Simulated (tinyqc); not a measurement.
Starting guesses with DIIS over 6 matrices: SCF starting guesses in the sto-3g basis, for H2O+, spin multiplicity 2. Computed by the program tinyqc with PySCF. UHF with one setting changed at a time; a run stops when the energy changes by less than 1e-09 hartree and the error matrix is below 1e-5. Starts: the lowest orbitals of the core Hamiltonian, of the Wolfsberg-Helmholz matrix (K = 1.75), projected atomic densities, random orbitals, and the highest orbitals of the core Hamiltonian (a deliberately bad start).

Geometry (angstrom):

| atom | x | y | z |
|---|---|---|---|
| O | 0.0000 | 0.0000 | 0.0000 |
| H | 0.0000 | 0.9530 | 0.8940 |
| H | 0.0000 | -0.9530 | 0.8940 |

lowest solution found by these runs and by PySCF with stability checks = -74.581612 hartree

Largest element of the error matrix X^T (FDS - SDF) X:

| iteration | core | Wolfsberg-Helmholz | atomic densities | random | highest core orbitals |
|---|---|---|---|---|---|
| 1 | 1.7e-01 | 1.6e-01 | 3.1e-01 | 5.0e+00 | 2.0e-01 |
| 2 | 1.0e-01 | 5.6e-02 | 1.3e-01 | 2.1e-01 | 1.7e-01 |
| 3 | 2.0e-02 | 1.2e-02 | 1.2e-02 | 6.5e-02 | 1.8e-01 |
| 4 | 7.8e-03 | 9.1e-03 | 7.7e-03 | 3.6e-02 | 1.8e-01 |
| 5 | 6.1e-03 | 6.0e-03 | 6.0e-03 | 3.9e-02 | 1.8e-01 |
| 6 | 4.2e-03 | 4.6e-03 | 4.0e-03 | 4.3e-02 | 1.7e-01 |
| 8 | 4.9e-04 | 1.0e-04 | 1.2e-03 | 2.9e-02 | 8.6e-02 |
| 10 | 4.4e-05 | 1.5e-05 | 8.6e-05 | 9.5e-03 | 9.1e-03 |
| 14 | - | - | 1.3e-08 | 3.5e-03 | 3.1e-05 |
| 20 | - | - | - | 1.5e-03 | - |
| 30 | - | - | - | 1.0e-05 | - |

How each run ends:

| run | iterations | E (hartree) | state |
|---|---|---|---|
| core | 13 | -74.58161 | lowest found |
| Wolfsberg-Helmholz | 12 | -74.58161 | lowest found |
| atomic densities | 14 | -74.58161 | lowest found |
| random | 33 | -74.47207 | higher |
| highest core orbitals | 16 | -74.41527 | higher |

What does the comparison show, and why?

3 of 5 runs reach the lowest solution found, in 12 to 14 iterations (fastest: Wolfsberg-Helmholz). Ending on a higher stationary point: random, highest core orbitals; a small error matrix cannot reveal that, and an occupation fixed by the start is kept by symmetry or by the shape of the basin. The first errors are 2e-01, 2e-01, 3e-01, 5e+00, 2e-01.
